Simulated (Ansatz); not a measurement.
Ansatz (an electronic-structure program) input (B3LYP-D3(BJ)/def2-TZVP):

Ansatz 0.2 input:
```yaml
crystal:
  periodic: [false, false, false]
  atoms:
    - {symbol: C, position_ang: [0.67688169, 1.87909051, 0.00456160]}
    - {symbol: C, position_ang: [0.64867590, 0.51480462, -0.00128429]}
    - {symbol: C, position_ang: [-0.52064484, -0.34362682, 0.00133677]}
    - {symbol: C, position_ang: [-0.56703703, -1.69230207, -0.00434098]}
    - {symbol: H, position_ang: [-0.38805236, 2.22647996, 0.01191488]}
    - {symbol: H, position_ang: [1.59405509, -0.04915997, -0.00893608]}
    - {symbol: H, position_ang: [-1.46966202, 0.19639132, 0.00890315]}
    - {symbol: H, position_ang: [0.34230041, -2.28632637, -0.01192782]}
    - {symbol: H, position_ang: [-1.50589545, -2.23518239, -0.00159280]}
basis:
  gaussian:
    orbitals: def2-TZVP
hamiltonian:
  xc: b3lyp
  dispersion: d3bj
total_charge: -1
phonons: {temperatures: {t_min: 298.15, t_max: 298.15, t_step: 100}}
```

Output:

```
Functional definition: B3LYP
integrals: 0.05 GiB planned
940 factors; their error is unknown
mean field: 0.58 GiB planned
mean field evaluation 1: about -4223.0738 eV, gradient 4.6e1 eV
mean field evaluation 2: about -4216.4700 eV, gradient 6.3e1 eV
mean field evaluation 4: about -4228.6336 eV, gradient 6.1e0 eV
mean field evaluation 8: about -4228.7132 eV, gradient 4.9e-1 eV
mean field evaluation 16: about -4228.7136 eV, gradient 2.1e-5 eV
mean field -4228.71361963 eV, -155.4023591962 hartree, gradient 2.1e-5 eV, S^2 0.000000; 0 other end points of the search recorded, 0 dependent functions left out
the calculation of the forces begins
reference -4228.71386639 eV, -155.4023682647 hartree; 15, 15 occupied and 139, 139 virtual orbitals, 940 factors
these checks for a lower state are left out or cut short: stability, starts, cluster_reference, orbital_swaps, neighbouring_geometries, increment
integrals: 0.05 GiB planned
940 factors; their error is unknown
mean field: 0.58 GiB planned
mean field -4228.71354285 eV, -155.4023563749 hartree, gradient 3.2e-6 eV, S^2 0.000000; 0 other end points of the search recorded, 0 dependent functions left out
the calculation of the forces begins
reference -4228.71378961 eV, -155.4023654429 hartree; 15, 15 occupied and 139, 139 virtual orbitals, 940 factors
these checks for a lower state are left out or cut short: stability, starts, cluster_reference, orbital_swaps, neighbouring_geometries, increment
integrals: 0.05 GiB planned
940 factors; their error is unknown
mean field: 0.58 GiB planned
mean field evaluation 32: about -4228.7135 eV, gradient 2.7e-6 eV
mean field -4228.71350846 eV, -155.4023551111 hartree, gradient 3.1e-6 eV, S^2 0.000000; 0 other end points of the search recorded, 0 dependent functions left out
the calculation of the forces begins
reference -4228.71375525 eV, -155.4023641802 hartree; 15, 15 occupied and 139, 139 virtual orbitals, 940 factors
these checks for a lower state are left out or cut short: stability, starts, cluster_reference, orbital_swaps, neighbouring_geometries, increment
integrals: 0.05 GiB planned
940 factors; their error is unknown
mean field: 0.58 GiB planned
mean field -4228.71356840 eV, -155.4023573138 hartree, gradient 3.1e-6 eV, S^2 0.000000; 0 other end points of the search recorded, 0 dependent functions left out
the calculation of the forces begins
reference -4228.71381523 eV, -155.4023663844 hartree; 15, 15 occupied and 139, 139 virtual orbitals, 940 factors
these checks for a lower state are left out or cut short: stability, starts, cluster_reference, orbital_swaps, neighbouring_geometries, increment
integrals: 0.05 GiB planned
940 factors; their error is unknown
mean field: 0.58 GiB planned
mean field -4228.71350356 eV, -155.4023549310 hartree, gradient 3.2e-6 eV, S^2 0.000000; 0 other end points of the search recorded, 0 dependent functions left out
the calculation of the forces begins
reference -4228.71375027 eV, -155.4023639975 hartree; 15, 15 occupied and 139, 139 virtual orbitals, 940 factors
these checks for a lower state are left out or cut short: stability, starts, cluster_reference, orbital_swaps, neighbouring_geometries, increment
integrals: 0.05 GiB planned
940 factors; their error is unknown
mean field: 0.58 GiB planned
mean field -4228.71347851 eV, -155.4023540102 hartree, gradient 3.2e-6 eV, S^2 0.000000; 0 other end points of the search recorded, 0 dependent functions left out
the calculation of the forces begins
reference -4228.71372538 eV, -155.4023630825 hartree; 15, 15 occupied and 139, 139 virtual orbitals, 940 factors
these checks for a lower state are left out or cut short: stability, starts, cluster_reference, orbital_swaps, neighbouring_geometries, increment
integrals: 0.05 GiB planned
[...]
integrals: 0.05 GiB planned
940 factors; their error is unknown
mean field: 0.58 GiB planned
mean field -4228.71360262 eV, -155.4023585711 hartree, gradient 3.2e-6 eV, S^2 0.000000; 0 other end points of the search recorded, 0 dependent functions left out
the calculation of the forces begins
reference -4228.71384943 eV, -155.4023676413 hartree; 15, 15 occupied and 139, 139 virtual orbitals, 940 factors
these checks for a lower state are left out or cut short: stability, starts, cluster_reference, orbital_swaps, neighbouring_geometries, increment
integrals: 0.05 GiB planned
940 factors; their error is unknown
mean field: 0.58 GiB planned
mean field evaluation 192: about -4228.7262 eV, gradient 4.9e-1 eV
mean field -4228.71359319 eV, -155.4023582246 hartree, gradient 3.1e-6 eV, S^2 0.000000; 0 other end points of the search recorded, 0 dependent functions left out
the calculation of the forces begins
reference -4228.71383990 eV, -155.4023672913 hartree; 15, 15 occupied and 139, 139 virtual orbitals, 940 factors
these checks for a lower state are left out or cut short: stability, starts, cluster_reference, orbital_swaps, neighbouring_geometries, increment
integrals: 0.05 GiB planned
940 factors; their error is unknown
mean field: 0.58 GiB planned
mean field -4228.71351725 eV, -155.4023554341 hartree, gradient 3.2e-6 eV, S^2 0.000000; 0 other end points of the search recorded, 0 dependent functions left out
the calculation of the forces begins
reference -4228.71376404 eV, -155.4023645034 hartree; 15, 15 occupied and 139, 139 virtual orbitals, 940 factors
these checks for a lower state are left out or cut short: stability, starts, cluster_reference, orbital_swaps, neighbouring_geometries, increment
integrals: 0.05 GiB planned
940 factors; their error is unknown
mean field: 0.58 GiB planned
mean field -4228.71356071 eV, -155.4023570311 hartree, gradient 3.2e-6 eV, S^2 0.000000; 0 other end points of the search recorded, 0 dependent functions left out
the calculation of the forces begins
reference -4228.71380746 eV, -155.4023660989 hartree; 15, 15 occupied and 139, 139 virtual orbitals, 940 factors
these checks for a lower state are left out or cut short: stability, starts, cluster_reference, orbital_swaps, neighbouring_geometries, increment
integrals: 0.05 GiB planned
940 factors; their error is unknown
mean field: 0.58 GiB planned
mean field -4228.71359668 eV, -155.4023583531 hartree, gradient 3.1e-6 eV, S^2 0.000000; 0 other end points of the search recorded, 0 dependent functions left out
the calculation of the forces begins
reference -4228.71384343 eV, -155.4023674209 hartree; 15, 15 occupied and 139, 139 virtual orbitals, 940 factors
these checks for a lower state are left out or cut short: stability, starts, cluster_reference, orbital_swaps, neighbouring_geometries, increment
integrals: 0.05 GiB planned
940 factors; their error is unknown
mean field: 0.58 GiB planned
mean field evaluation 224: about -4228.7132 eV, gradient 4.9e-1 eV
mean field -4228.71359647 eV, -155.4023583453 hartree, gradient 3.2e-6 eV, S^2 0.000000; 0 other end points of the search recorded, 0 dependent functions left out
the calculation of the forces begins
reference -4228.71384326 eV, -155.4023674145 hartree; 15, 15 occupied and 139, 139 virtual orbitals, 940 factors
these checks for a lower state are left out or cut short: stability, starts, cluster_reference, orbital_swaps, neighbouring_geometries, increment
integrals: 0.05 GiB planned
940 factors; their error is unknown
mean field: 0.58 GiB planned
mean field -4228.71354117 eV, -155.4023563132 hartree, gradient 3.2e-6 eV, S^2 0.000000; 0 other end points of the search recorded, 0 dependent functions left out
the calculation of the forces begins
reference -4228.71378795 eV, -155.4023653822 hartree; 15, 15 occupied and 139, 139 virtual orbitals, 940 factors
these checks for a lower state are left out or cut short: stability, starts, cluster_reference, orbital_swaps, neighbouring_geometries, increment
integrals: 0.05 GiB planned
940 factors; their error is unknown
mean field: 0.58 GiB planned
mean field -4228.71354137 eV, -155.4023563203 hartree, gradient 3.2e-6 eV, S^2 0.000000; 0 other end points of the search recorded, 0 dependent functions left out
the calculation of the forces begins
reference -4228.71378812 eV, -155.4023653883 hartree; 15, 15 occupied and 139, 139 virtual orbitals, 940 factors
these checks for a lower state are left out or cut short: stability, starts, cluster_reference, orbital_swaps, neighbouring_geometries, increment
integrals: 0.05 GiB planned
940 factors; their error is unknown
mean field: 0.58 GiB planned
mean field -4228.71357802 eV, -155.4023576673 hartree, gradient 3.2e-6 eV, S^2 0.000000; 0 other end points of the search recorded, 0 dependent functions left out
the calculation of the forces begins
reference -4228.71382476 eV, -155.4023667349 hartree; 15, 15 occupied and 139, 139 virtual orbitals, 940 factors
these checks for a lower state are left out or cut short: stability, starts, cluster_reference, orbital_swaps, neighbouring_geometries, increment
integrals: 0.05 GiB planned
940 factors; their error is unknown
mean field: 0.58 GiB planned
mean field evaluation 256: about -4228.7136 eV, gradient 5.9e-3 eV
mean field -4228.71361308 eV, -155.4023589555 hartree, gradient 3.1e-6 eV, S^2 0.000000; 0 other end points of the search recorded, 0 dependent functions left out
the calculation of the forces begins
reference -4228.71385987 eV, -155.4023680249 hartree; 15, 15 occupied and 139, 139 virtual orbitals, 940 factors
these checks for a lower state are left out or cut short: stability, starts, cluster_reference, orbital_swaps, neighbouring_geometries, increment
integrals: 0.05 GiB planned
940 factors; their error is unknown
mean field: 0.58 GiB planned
mean field -4228.71352414 eV, -155.4023556871 hartree, gradient 3.2e-6 eV, S^2 0.000000; 0 other end points of the search recorded, 0 dependent functions left out
the calculation of the forces begins
reference -4228.71377088 eV, -155.4023647547 hartree; 15, 15 occupied and 139, 139 virtual orbitals, 940 factors
these checks for a lower state are left out or cut short: stability, starts, cluster_reference, orbital_swaps, neighbouring_geometries, increment
integrals: 0.05 GiB planned
940 factors; their error is unknown
mean field: 0.58 GiB planned
mean field -4228.71354750 eV, -155.4023565458 hartree, gradient 3.2e-6 eV, S^2 0.000000; 0 other end points of the search recorded, 0 dependent functions left out
the calculation of the forces begins
reference -4228.71379429 eV, -155.4023656151 hartree; 15, 15 occupied and 139, 139 virtual orbitals, 940 factors
these checks for a lower state are left out or cut short: stability, starts, cluster_reference, orbital_swaps, neighbouring_geometries, increment
integrals: 0.05 GiB planned
940 factors; their error is unknown
mean field: 0.58 GiB planned
mean field -4228.71358596 eV, -155.4023579590 hartree, gradient 3.2e-6 eV, S^2 0.000000; 0 other end points of the search recorded, 0 dependent functions left out
the calculation of the forces begins
reference -4228.71383268 eV, -155.4023670257 hartree; 15, 15 occupied and 139, 139 virtual orbitals, 940 factors
these checks for a lower state are left out or cut short: stability, starts, cluster_reference, orbital_swaps, neighbouring_geometries, increment
integrals: 0.05 GiB planned
940 factors; their error is unknown
mean field: 0.58 GiB planned
mean field evaluation 288: about -4228.7136 eV, gradient 3.2e-6 eV
mean field -4228.71361028 eV, -155.4023588528 hartree, gradient 3.2e-6 eV, S^2 0.000000; 0 other end points of the search recorded, 0 dependent functions left out
the calculation of the forces begins
reference -4228.71385710 eV, -155.4023679231 hartree; 15, 15 occupied and 139, 139 virtual orbitals, 940 factors
Total energy: -4228.98320973 eV, -155.4122664499 hartree
Atom 0 at     0.676882     1.879091     0.004562 Å, force    -0.000597    -0.001304    -0.000002 eV/Å
Atom 1 at     0.648676     0.514805    -0.001284 Å, force     0.001329     0.000711    -0.000004 eV/Å
Atom 2 at    -0.520645    -0.343627     0.001337 Å, force     0.000003    -0.000159    -0.000001 eV/Å
Atom 3 at    -0.567037    -1.692302    -0.004341 Å, force     0.000275    -0.000980    -0.000006 eV/Å
Atom 4 at    -0.388052     2.226480     0.011915 Å, force     0.000175     0.000169    -0.000000 eV/Å
Atom 5 at     1.594055    -0.049160    -0.008936 Å, force    -0.000233     0.000472     0.000003 eV/Å
Atom 6 at    -1.469662     0.196391     0.008903 Å, force    -0.000546     0.000131     0.000004 eV/Å
Atom 7 at     0.342300    -2.286326    -0.011928 Å, force    -0.000283     0.000565     0.000004 eV/Å
Atom 8 at    -1.505895    -2.235182    -0.001593 Å, force    -0.000123     0.000395     0.000002 eV/Å
Dipole moment:    -0.621918    -1.087226    -0.001380 e Å
Vibrations: 172.08 318.57 543.37 576.33 755.30 810.04 912.74 983.99 1053.51 1078.63 1223.99 1287.82 1314.64 1409.98 1489.36 1608.64 2749.54 2940.24 3066.04 3103.67 3173.47 cm⁻¹, zero-point energy 1.895219 eV
```

It need not be the lowest isomer of its formula. Whether it binds its extra electron was not tested at this geometry.
